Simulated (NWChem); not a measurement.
Species: SiF$_{4}$; SMILES F[Si](F)(F)F

All runs: NWChem. All runs use the structure optimised with PBE0/def2-SVP. Vertical excitations in the gas phase; the lowest state need not have the same character in each row.

### Question
Among these, which level gives the highest value of “lowest excitation, singlet (eV)”?
A) PBE0/aug-cc-pVDZ, TDA
B) PBE/aug-cc-pVDZ, TDA
C) B3LYP/aug-cc-pVDZ, TDA

### Answer
A, PBE0/aug-cc-pVDZ, TDA. Values: PBE/aug-cc-pVDZ, TDA 9.18; B3LYP/aug-cc-pVDZ, TDA 10.21; PBE0/aug-cc-pVDZ, TDA 10.53
